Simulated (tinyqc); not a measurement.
Inside a calculation. Method: FCI on RHF in the sto-3g basis, for HF, spin multiplicity 1. One step of it, computed by the program tinyqc.

Problem. FCI: determinants and Hamiltonian. Slater-Condon rules over spin orbitals, with the nuclear repulsion added and E(HF) subtracted on the diagonal. Only determinants linked to the reference directly or through others are kept (one block of an abelian symmetry group), so some states are absent.

one-electron integrals over orbitals h = C^T H C (hartree), lower triangle:
```
            1          2          3          4          5          6
1  -40.666630
2    0.690448  -9.207248
3   -0.259149   0.507015  -8.042717
4    0.000000   0.000000   0.000000  -8.796232
5    0.000000   0.000000   0.000000   0.000000  -8.796232
6   -0.270237   1.398101   1.626780   0.000000   0.000000  -6.100441
```

Two-electron integrals over orbitals (pq|rs), unique and non-zero (hartree):
```
(11|11) 5.360822    (21|11) -0.492470   (21|21) 0.072024    (22|11) 1.184199
(22|21) -0.017118   (22|22) 0.863378    (31|11) 0.191812    (31|21) -0.024594
(31|22) 0.018165    (31|31) 0.027449    (32|11) -0.138281   (32|21) 0.010662
(32|22) 0.010567    (32|31) 0.021038    (32|32) 0.156960    (33|11) 1.074421
(33|21) -0.013671   (33|22) 0.776916    (33|31) -0.008220   (33|32) -0.071848
(33|33) 0.832690    (41|41) 0.029660    (42|41) 0.038275    (42|42) 0.174842
(43|41) -0.013895   (43|42) -0.049452   (43|43) 0.057167    (44|11) 1.263991
(44|21) -0.013982   (44|22) 0.870799    (44|31) 0.005525    (44|32) -0.073167
(44|33) 0.797108    (44|44) 0.997514    (51|51) 0.029660    (52|51) 0.038275
(52|52) 0.174842    (53|51) -0.013895   (53|52) -0.049452   (53|53) 0.057167
(54|54) 0.053770    (55|11) 1.263991    (55|21) -0.013982   (55|22) 0.870799
(55|31) 0.005525    (55|32) -0.073167   (55|33) 0.797108    (55|44) 0.889973
(55|55) 0.997514    (61|11) 0.201706    (61|21) -0.032901   (61|22) -0.002376
(61|31) -0.005647   (61|32) -0.025308   (61|33) 0.017375    (61|44) 0.005337
(61|55) 0.005337    (61|61) 0.030038    (62|11) -0.293710   (62|21) 0.005825
(62|22) -0.146575   (62|31) -0.020369   (62|32) -0.026183   (62|33) -0.056559
(62|44) -0.148465   (62|55) -0.148465   (62|61) 0.012949    (62|62) 0.103240
(63|11) -0.313170   (63|21) 0.005771    (63|22) -0.124087   (63|31) 0.002634
(63|32) 0.088081    (63|33) -0.138943   (63|44) -0.165515   (63|55) -0.165515
(63|61) -0.006685   (63|62) 0.063348    (63|63) 0.142089    (64|41) -0.012822
(64|42) -0.049026   (64|43) -0.008454   (64|64) 0.033068    (65|51) -0.012822
(65|52) -0.049026   (65|53) -0.008454   (65|65) 0.033068    (66|11) 0.906911
(66|21) -0.008402   (66|22) 0.705745    (66|31) 0.019256    (66|32) 0.082043
(66|33) 0.666083    (66|44) 0.660713    (66|55) 0.660713    (66|61) -0.010366
(66|62) -0.070861   (66|63) -0.008497   (66|66) 0.721116
```

nuclear repulsion = 5.94581136 hartree

Hartree-Fock energy = -98.53026259 hartree

Give: determinants; H - E(HF) between determinants.

Solution.

Occupation strings over the orbitals (2 doubly, a alpha, b beta, 0 empty; spin orbitals ordered 1a 1b 2a 2b ...): 222220 22a22b 2a222b a2222b 22b22a 2b222a b2222a 222202 222022 220222 2ab222 a2b222 2ba222 202222 ab2222 b2a222 ba2222 022222

H - E(HF) between determinants (hartree), lower triangle:
```
         222220   22a22b   2a222b   a2222b   22b22a   2b222a   b2222a   222202
222220   0.0000
22a22b   0.0000   0.8521
2a222b   0.0000  -0.0187   1.6730
a2222b   0.0000  -0.0259   0.0214  25.7729
22b22a   0.0000  -0.1421  -0.0633   0.0067   0.8521
2b222a   0.0000  -0.0633  -0.1032  -0.0129  -0.0187   1.6730
b2222a   0.0000   0.0067  -0.0129  -0.0300  -0.0259   0.0214  25.7729
222202   0.0331   0.0085   0.0490   0.0128  -0.0085  -0.0490  -0.0128   1.5995
222022   0.0331   0.0085   0.0490   0.0128  -0.0085  -0.0490  -0.0128   0.0538
220222   0.1421   0.1304  -0.0881  -0.0026  -0.1304   0.0881   0.0026   0.0572
2ab222  -0.0633   0.0881  -0.1156   0.0058  -0.0143   0.0262   0.0204   0.0495
a2b222   0.0067   0.0026   0.0058  -0.3047  -0.0277   0.0253   0.0056   0.0139
2ba222   0.0633  -0.0143   0.0262   0.0204   0.0881  -0.1156   0.0058  -0.0495
202222   0.1032   0.0262   0.0757  -0.0058  -0.0262  -0.0757   0.0058   0.1748
ab2222  -0.0129  -0.0204   0.0058  -0.2228   0.0253  -0.0080   0.0329  -0.0383
b2a222  -0.0067  -0.0277   0.0253   0.0056   0.0026   0.0058  -0.3047  -0.0139
ba2222   0.0129   0.0253  -0.0080   0.0329  -0.0204   0.0058  -0.2228   0.0383
022222   0.0300   0.0056   0.0329  -0.2121  -0.0056  -0.0329   0.2121   0.0297

         222022   220222   2ab222   a2b222   2ba222   202222   ab2222   b2a222
222022   1.5995
220222   0.0572   1.9258
2ab222   0.0495   0.1726   2.6513
a2b222   0.0139   0.0534   0.0161  26.8475
2ba222  -0.0495  -0.1726  -0.1570  -0.0210   2.6513
202222   0.1748   0.1570   0.0902  -0.0107  -0.0902   3.5190
ab2222  -0.0383  -0.0210   0.0107  -0.2390   0.0270  -0.0126  27.7386
b2a222  -0.0139  -0.0534  -0.0210  -0.0274   0.0161   0.0107   0.0246  26.8475
ba2222   0.0383   0.0210   0.0270   0.0246   0.0107   0.0126  -0.0720  -0.2390
022222   0.0297   0.0274   0.0246  -0.1466  -0.0246   0.0720   0.4627   0.1466

         ba2222   022222
ba2222  27.7386
022222  -0.4627  55.8139
```
